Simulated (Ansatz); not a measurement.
HgS (P3₂21, No. 154), treated with PBE (Ansatz, a quantum-chemistry and plane-wave program, PAW).

Run with plane-wave cutoff 520 eV, 12×12×4 k mesh (along the axes of the cell as run), Fermi–Dirac smearing 0.01 eV, scalar-relativistic PAW data made under PBE.

Shape and atoms are relaxed at each volume.

The direct gap at Γ against volume; x = 100 ln(V/28.066 Å³). One gap is withheld.

```tsv
V (Å³/atom)	x	gap (eV)
26.943	-4.08	1.747
27.504	-2.02	1.808
28.066	0.00	1.864
28.627	1.98	1.917
29.188	3.92	?
```

Question: Fit a straight line to the rows shown, give the volume deformation potential and predict the withheld gap.

Answer: Means of the 4 rows: x̄ = -1.030, ȳ = 1.8340 eV. Σ(x − x̄)(y − ȳ) = 0.5718 and Σ(x − x̄)² = 20.404, so the slope is 0.0280 eV per unit of x, and dE_g/d ln V = 2.8 eV. At x = 3.92: 1.8340 + (0.0280) × (3.92 − (-1.030)) = 1.973 eV. The run gives 1.966 eV, 0.007 eV below the line, as the curve bends the same way over all rows.

Spin–orbit coupling is not included.

Note: the cell is over a tenth larger than the published one: the level's own overestimate first of all, though another phase or state, or a fault of the published cell, is possible; the bulk modulus comes from volumes at which shape and atoms were relaxed.
